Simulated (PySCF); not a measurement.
Two-dimensional NMR puzzle

Compound of formula C5H10S. Correlations simulated from computed shifts and the bond graph:

HSQC (one-bond C–H):
```csv
δH,δC
2.52,35.3
1.74,31.8
1.52,30.7
```

COSY cross peaks (H two or three bonds apart, from the bond graph; peaks can be absent where the dihedral angle is near 90°):
```csv
δH,δH
2.52,1.74
1.74,1.52
```

HMBC (two and three bonds, from the bond graph):
```csv
δH,δC
2.52,"35.3, 31.8, 30.7"
1.74,"35.3, 31.8, 30.7"
1.52,"35.3, 31.8"
```

Computational details: structure optimised with PBE0-D3(BJ)/def2-TZVP, shielding tensors at PBE0/pcSseg-2 (GIAO), in PySCF 2.14 (rapidly exchanging positions averaged, a single conformation, non-relativistic, isolated molecule).

Shifts are taken against calculated references (same method and geometry level): TMS for 1H (31.52 ppm) and 13C (186.03 ppm).

Exchangeable hydrogens are left out of these lists.

Q: Assemble the structure.

A: `InChI=1S/C5H10S/c1-2-4-6-5-3-1/h1-5H2`.

Atoms are numbered as in `[CH2:1]1[CH2:2][CH2:3][S:4][CH2:5][CH2:6]1` (H(Xn): hydrogen on atom n).

- δC 35.3 is C3/C5, an sp3 CH2 bonded to S (δH 2.52).
- δC 31.8 is C2/C6, an sp3 CH2 in a ring (δH 1.74).
- δC 30.7 is C1, an sp3 CH2 in a ring (δH 1.52).
- COSY links 2.52–1.74, 1.74–1.52.

The data come from this structure; uniqueness wasn't tested.

Shifts are as computed. Against solution values, carbons near 30 ppm lie about +3 ppm off and those near 130 ppm about +9 ppm; carbons on S a further +4 ppm. Of 1211 compounds with measured shifts, 218 miss one by over three times the rms of a fit or turn the order of signals round; such compounds aren't used in these exercises.
